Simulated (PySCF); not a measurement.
Computed with B3LYP-D3(BJ)/def2-TZVP // PBE0-D4/def2-TZVP (PySCF). Gas-phase values, no solvent. B3LYP has the VWN-RPA correlation part, as in Gaussian. 

Reference species (SMILES): `ClC(Cl)(Cl)Cl` (neutral, multiplicity 1).

```
Quantity          Value
-------------  --------
LUMO           -1.69 eV
dipole moment    0.00 D
HOMO–LUMO gap   7.07 eV
```

Changed species: `C` (4 of 4 Cl replaced by H; the reference has 0 of 4 Cl replaced by H).

### Question
What does the change do to the LUMO, dipole moment and HOMO–LUMO gap?

### Answer
the LUMO rises by 2.99 eV, to 1.30 eV; the dipole moment hardly moves; the HOMO–LUMO gap rises by 4.99 eV, to 12.06 eV.
